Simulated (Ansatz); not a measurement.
# CHNO (SMILES N=C=O): functionals against CCSD(T) at one geometry

An exercise on one series of results from a longer session: the logs are not shown, and one member is left open.

The runs use Ansatz 0.2.0, Gaussian basis; single points in def2-TZVPP.

Cores are frozen in the correlated methods.

**The starting structure**

SMILES `N=C=O`, 4 atoms, charge 0, spin multiplicity 1.

Atoms are counted from 1 here; the program's logs count them from 0.

Bond lengths: N1–C2 1.260 Å, N1–H4 1.011 Å, C2–O3 1.095 Å. Angles: C2–N1–H4 133.5°, N1–C2–O3 170.8°.

As a file:

| atom | x (Å) | y (Å) | z (Å) |
| --- | --- | --- | --- |
| N1 | 0.54790 | -0.31960 | -0.40480 |
| C2 | -0.48690 | 0.20590 | 0.08590 |
| O3 | -1.46880 | 0.59620 | 0.37210 |
| H4 | 1.47510 | -0.50060 | -0.04390 |

Set-up of the first run:

run/in.yaml

```yaml
crystal:
  periodic: [false, false, false]
  atoms:
    - {symbol: N, position_ang: [0.547900, -0.319600, -0.404800]}
    - {symbol: C, position_ang: [-0.486900, 0.205900, 0.085900]}
    - {symbol: O, position_ang: [-1.468800, 0.596200, 0.372100]}
    - {symbol: H, position_ang: [1.475100, -0.500600, -0.043900]}
basis:
  gaussian: {orbitals: def2-TZVPP}
correlation: {method: ccsd_t}
output: {forces: true}
```

The command line of these runs was not kept.

Among the steps run: CCSD(T)/def2-TZVPP; PBE0-D4/def2-TZVPP; wB97M-V/def2-TZVPP; r2SCAN-D4/def2-TZVPP; PBE-D4/def2-TZVPP; revPBE-D4/def2-TZVPP; r2SCANh-D4/def2-TZVPP.

One table of the session follows, with a row left open; its other results are not shown here.

```
    method  RMS force component (eV/Å)  angle to CCSD(T) forces (°)  dipole (D)
   CCSD(T)                       4.595                    reference        1.74
   PBE0-D4                       4.414                          4.5        1.75
   wB97M-V                       4.363                          3.7        1.73
 r2SCAN-D4                       4.550                          2.6        1.74
    PBE-D4                       4.789                          1.8        1.70
 revPBE-D4                       4.857                          2.5        1.68
r2SCANh-D4                           ?                            ?           ?
```

**Question.** Estimate the row for r2SCANh-D4.

**Answer.** RMS force component (eV/Å): 4.436; angle to CCSD(T) forces (°): 4.2; dipole (D): 1.75. In the column «RMS force component (eV/Å)» it lies between PBE0-D4 (4.414) and r2SCAN-D4 (4.550).
